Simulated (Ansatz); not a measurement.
## Zinc-blende HgS (metastable phase)

The numbers are results of PBE0 (Ansatz, a first-principles code, plane waves, PAW), not measurements.

Numerical settings: plane-wave cutoff 500 eV, 8×8×8 k mesh, Fermi–Dirac smearing 0.05 eV, scalar-relativistic PAW data made under PBE.

Cell: relaxed with PBEsol: a = 5.8761 Å, b = 5.8761 Å, c = 5.8761 Å, α = 90.00°, β = 90.00°, γ = 90.00°.

```json
{
 "band_gap": "0.96 eV (on the SCF k mesh)"
}
```

Note: exact exchange on metals is sensitive to the k mesh and can open a false gap; cell and atoms aren't relaxed at this level (pressure 1.4 GPa).

Spin–orbit coupling is not included.
